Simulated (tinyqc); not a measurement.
Worked calculation: Pariser-Parr-Pople SCF with singles CI, for the molecule C=CC=CC=C (SMILES; centres numbered as the heavy atoms are written). Computed by tinyqc, a small Python program that keeps every step. Settings: charge = 0, gamma = Ohno, start = core, damping = 0.5, iteration cap = 56, excitations kept = 6. Command: `OMP_NUM_THREADS=1 python tinyqc.py 24594 24595 out.jsonl` (the two numbers bound the seeds that draw the settings). One thread of a shared host (Intel(R) Xeon(R) Processor @ 2.60GHz), about 0.01 s of CPU time with the checks. Later iterations appear only in the table of the cycle.

## PPP integrals

Centres (angstrom, eV; a flat drawing with bonds scaled to 1.40 angstrom):
```
centre,x,y,core charge z,W,gamma_rr
1C,-3.045000,-0.196000,1,11.160000,11.130000
2C,-1.799000,0.442000,1,11.160000,11.130000
3C,-0.623000,-0.319000,1,11.160000,11.130000
4C,0.623000,0.319000,1,11.160000,11.130000
5C,1.799000,-0.442000,1,11.160000,11.130000
6C,3.045000,0.196000,1,11.160000,11.130000
```

Resonance integrals (eV):
```
i,j,beta
1,2,-2.390000
2,3,-2.390000
3,4,-2.390000
4,5,-2.390000
5,6,-2.390000
```

Ohno: gamma = 14.399645/sqrt(R^2 + a^2), a = 2 x 14.399645/(gamma_rr + gamma_ss); H_rr = -W_r - sum_(s != r) z_s gamma_rs; H_rs = beta for bonds.

repulsion gamma_rs (eV), lower triangle:
```
,1C,2C,3C,4C,5C,6C
1C,11.130000
2C,7.554319,11.130000
3C,5.238816,7.551683,11.130000
4C,3.670169,5.238816,7.554319,11.130000
5C,2.868553,3.669262,5.238816,7.551683,11.130000
6C,2.308288,2.868553,3.670169,5.238816,7.554319,11.130000
```

core matrix H (eV), lower triangle:
```
,1C,2C,3C,4C,5C,6C
1C,-32.800144
2C,-2.390000,-38.042633
3C,0.000000,-2.390000,-40.413803
4C,0.000000,0.000000,-2.390000,-40.413803
5C,0.000000,0.000000,0.000000,-2.390000,-38.042633
6C,0.000000,0.000000,0.000000,0.000000,-2.390000,-32.800144
```

## Starting guess

pi electrons, sum of z_r less the charge = 6

Orbitals of the core matrix H.

P at the start, lower triangle:
```
,1C,2C,3C,4C,5C,6C
1C,0.203273
2C,0.516626,1.400091
3C,0.063594,0.502174,1.396636
4C,-0.217039,-0.438078,0.589440,1.396636
5C,0.189735,0.304853,-0.438078,0.502174,1.400091
6C,0.105707,0.189735,-0.217039,0.063594,0.516626,0.203273
```

## Iteration 1: Fock matrix

F_rr = H_rr + P_rr gamma_rr / 2 + sum_(s != r) P_ss gamma_rs; F_rs = H_rs - P_rs gamma_rs / 2; E = tr P (H + F) / 2 + core repulsion sum_(r<s) z_r z_s gamma_rs.

F (eV), lower triangle:
```
,1C,2C,3C,4C,5C,6C
1C,-4.164140
2C,-4.341379,-5.131465
3C,-0.166578,-4.286128,-2.372070
4C,0.398285,1.147504,-4.616408,-2.372070
5C,-0.272132,-0.559293,1.147504,-4.286128,-5.131465
6C,-0.122001,-0.272132,0.398285,-0.166578,-4.341379,-4.164140
```

pi energy = -69.217561 eV

## Iteration 1: orbitals and new P

Diagonalise F (the basis is taken as orthonormal) and form P = 2 sum c c over the lowest orbitals; 0.5 of the old P is kept.

orbital energies (eV): -11.039444  -10.073986  -6.320433  -1.804494  0.394500  5.508509

P after iteration 1, lower triangle:
```
,1C,2C,3C,4C,5C,6C
1C,0.521623
2C,0.691276,1.262420
3C,0.026170,0.489810,1.215958
4C,-0.309853,-0.252499,0.683324,1.215958
5C,0.115011,0.140662,-0.252499,0.489810,1.262420
6C,0.176014,0.115011,-0.309853,0.026170,0.691276,0.521623
```

## Iteration 2: Fock matrix

As before.

F (eV), lower triangle:
```
,1C,2C,3C,4C,5C,6C
1C,-4.702272
2C,-5.001059,-5.395608
3C,-0.068549,-4.239446,-3.667160
4C,0.568606,0.661398,-4.971025,-3.667160
5C,-0.164958,-0.258062,0.661398,-4.239446,-5.395608
6C,-0.203145,-0.164958,0.568606,-0.068549,-5.001059,-4.702272
```

pi energy = -72.766195 eV

## Iteration 2: orbitals and new P

As before.

orbital energies (eV): -12.226128  -11.052671  -7.748739  -1.648425  0.777593  4.368289

P after iteration 2, lower triangle:
```
,1C,2C,3C,4C,5C,6C
1C,0.714652
2C,0.789858,1.168823
3C,0.009934,0.469612,1.116525
4C,-0.347495,-0.144259,0.744175,1.116525
5C,0.068138,0.052354,-0.144259,0.469612,1.168823
6C,0.203471,0.068138,-0.347495,0.009934,0.789858,0.714652
```

## Iteration 3: Fock matrix

As before.

F (eV), lower triangle:
```
,1C,2C,3C,4C,5C,6C
1C,-5.043887
2C,-5.373420,-5.519777
3C,-0.026020,-4.163180,-4.449102
4C,0.637683,0.377872,-5.200869,-4.449102
5C,-0.097728,-0.096049,0.377872,-4.163180,-5.519777
6C,-0.234835,-0.097728,0.637683,-0.026020,-5.373420,-5.043887
```

pi energy = -74.962726 eV

## Iteration 3: orbitals and new P

As before.

orbital energies (eV): -12.957192  -11.601811  -8.543614  -1.589808  0.956287  3.710607

P after iteration 3, lower triangle:
```
,1C,2C,3C,4C,5C,6C
1C,0.829506
2C,0.845586,1.107913
3C,0.002926,0.448767,1.062581
4C,-0.358804,-0.082212,0.784217,1.062581
5C,0.039950,0.005190,-0.082212,0.448767,1.107913
6C,0.210593,0.039950,-0.358804,0.002926,0.845586,0.829506
```

## Convergence

Stop when output and input P, before any damping, agree to 1e-7.

Course of the cycle:
```
iteration,E (eV),largest |P(out) - P(in)|
1,-69.21756143,6.37e-01
2,-72.76619526,3.86e-01
3,-74.96272592,2.30e-01
4,-76.20968620,1.36e-01
5,-76.88907356,8.10e-02
6,-77.25160521,4.84e-02
7,-77.44300901,2.92e-02
8,-77.54354306,1.77e-02
9,-77.59624169,1.13e-02
10,-77.62386243,8.63e-03
11,-77.63835506,6.54e-03
...,...,...
41,-77.65452499,1.30e-06
42,-77.65452499,9.79e-07
43,-77.65452499,7.36e-07
44,-77.65452499,5.54e-07
45,-77.65452499,4.17e-07
46,-77.65452499,3.13e-07
47,-77.65452499,2.36e-07
48,-77.65452499,1.77e-07
49,-77.65452499,1.33e-07
50,-77.65452499,1.00e-07
51,-77.65452499,7.55e-08
```

Converged in 51 iterations.

## Converged orbitals

Charges are z - P_rr.

orbital energies (eV): -13.973373  -12.250171  -9.679407  -1.510593  1.060171  2.783373

coefficients:
```
,MO1,MO2,MO3,MO4,MO5,MO6
1C,0.258075,0.455734,0.475083,0.475083,-0.455734,0.258075
2C,0.409322,0.510739,0.267584,-0.267584,0.510739,-0.409322
3C,0.515609,0.177350,-0.450216,-0.450216,-0.177350,0.515609
4C,0.515609,-0.177350,-0.450216,0.450216,-0.177350,-0.515609
5C,0.409322,-0.510739,0.267584,0.267584,0.510739,0.409322
6C,0.258075,-0.455734,0.475083,-0.475083,-0.455734,-0.258075
```

pi charges: 1C 0.000000, 2C 0.000000, 3C 0.000000, 4C 0.000000, 5C 0.000000, 6C 0.000000

## Singles CI, singlets

Over the 6 single excitations with the smallest orbital gaps: A = (e_a - e_i) delta + 2 (ia|jb) - (ij|ab), with (pq|rs) = sum c_mp c_mq gamma_mn c_nr c_ns. f = 2/3 w |mu|^2 in atomic units, mu = sqrt2 sum c_ia sum_m c_mi c_ma R_m.

singlet CI matrix (eV), lower triangle:
```
,3>4,3>5,2>4,1>4,3>6,2>5
3>4,4.304015
3>5,0.000000,6.383653
2>4,0.000000,-0.022575,6.383653
1>4,0.117326,0.000000,0.000000,7.405987
3>6,0.117326,0.000000,0.000000,0.251479,7.405987
2>5,0.777358,0.000000,0.000000,0.540483,0.540483,8.654903
```

singlet excitation energies (eV): 4.168975  6.361077  6.406228  7.154508  7.258871  9.188539

oscillator strengths: 1.532545  0.000000  0.000000  0.000000  0.049003  0.107614

## Singles CI, triplets

Over the 6 single excitations with the smallest orbital gaps: A = (e_a - e_i) delta - (ij|ab), with (pq|rs) = sum c_mp c_mq gamma_mn c_nr c_ns.

triplet CI matrix (eV), lower triangle:
```
,3>4,3>5,2>4,1>4,3>6,2>5
3>4,2.066024
3>5,0.000000,4.864539
2>4,0.000000,1.496539,4.864539
1>4,0.432099,0.000000,0.000000,6.136922
3>6,0.432099,0.000000,0.000000,-1.017586,6.136922
2>5,1.496539,0.000000,0.000000,1.411455,1.411455,7.188687
```

triplet excitation energies (eV): 1.659161  3.368000  3.932446  6.361077  7.154508  8.782440
